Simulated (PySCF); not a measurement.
C4H8 (charge -1 and doublet state).
SMILES with atom numbers: `[CH2-:1][CH:2][CH2:3][CH3:4]` (hydrogens: H5, H6 on C1; H7 on C2; H8, H9 on C3; H10, H11, H12 on C4)

Cartesian coordinates in Å at the GFN2-xTB level; atoms count from 1:
```xyz
12
C4H8 angstrom
C      1.6708    0.0904    0.9741
C      1.0026    0.2544   -0.3059
C     -0.3065   -0.4393   -0.5075
C     -1.5197    0.1598    0.2681
H      2.6518    0.5836    1.0466
H      1.7316   -0.9492    1.3312
H      0.9966    1.2886   -0.6867
H     -0.2159   -1.4888   -0.1932
H     -0.5847   -0.4414   -1.5778
H     -2.4433   -0.4094    0.1040
H     -1.6908    1.1900   -0.0460
H     -1.2913    0.1605    1.3317
```

The hyperfine couplings belong to this conformer and change with its torsions.

Level of theory: UKS B3LYP, pcH-1 on C H, non-relativistic, mean-field spin-orbit, GIAO in PySCF 2.14.0. Whether the extra electron is bound in the gas phase wasn't checked; a finite basis holds it in any case. Couplings are sensitive to structure, and on GFN2-xTB geometries they can be far from those on DFT ones, by a factor of two or more for some ions and for spin on atoms past the first row. The SCF solution wasn't tested for stability.

(1) Match the computed a_iso(13C) values +91.0, +83.4, +59.7, +2.1 MHz with the sites C1; C2; C3; C4.

(2) Match the computed a_iso(1H) values +13.5, +7.2, -6.0, -1.0 MHz (means over equivalent nuclei) with the sites H5/H6; H7; H8/H9; H10/H11/H12.

Results:

(1) 
```csv
site,a_iso (MHz),ρ(0) (bohr⁻³),position,distance from C1 (Å),spin population,largest |T| (MHz)
C1,+91.0,+0.0810,largest spin population,0.00,+0.50,77.2
C2,+83.4,+0.0742,a main spin site,1.45,+0.48,82.5
C3,+2.1,+0.0019,1 bond from C2,2.53,-0.01,3.6
C4,+59.7,+0.0531,2 bonds from C2,3.27,+0.03,6.7
```

(2) 
```tsv
site	a_iso (MHz)	ρ(0) (bohr⁻³)	position	distance from C1 (Å)	bound to	spin population there	largest |T| (MHz)
H5/H6	+7.2	+0.0016	1 bond from C1	1.10	C1	+0.50	18.5
H7	-6.0	-0.0013	1 bond from C2	2.16	C2	+0.48	19.7
H8/H9	+13.5	+0.0030	2 bonds from C2	3.09	C3	-0.01	6.9
H10/H11/H12	-1.0	-0.0002	3 bonds from C2	3.63	C4	+0.03	4.6
```

ρ(0) is the spin density at the nucleus and T the dipolar tensor; entries for several nuclei are means. The largest Mulliken spin populations are on C1 (+0.50) and C2 (+0.48). The angles at C1 add up to 340.0°, so it is pyramidal. Main spin sites, with 60 % or more of the largest population: C1, C2; positions count bonds from the nearest.

Examples of negative spin density at the nucleus (bohr⁻³): H7 (-0.0013).

Nuclei that the bonding pattern makes equivalent are averaged, as if the motion that swaps them (rotation, inversion, ring flip) were fast. The three 1H nuclei of mean -1.0 MHz run from -3.4 to 1.8 MHz in the frozen geometry. The 1H value of +13.5 MHz is a mean of couplings from 8.5 to 18.4 MHz in this one geometry, not an average over conformers.

The SMILES `[CH2-][CH]CC` draws the unpaired electron on C2, whose computed spin population is only +0.48.
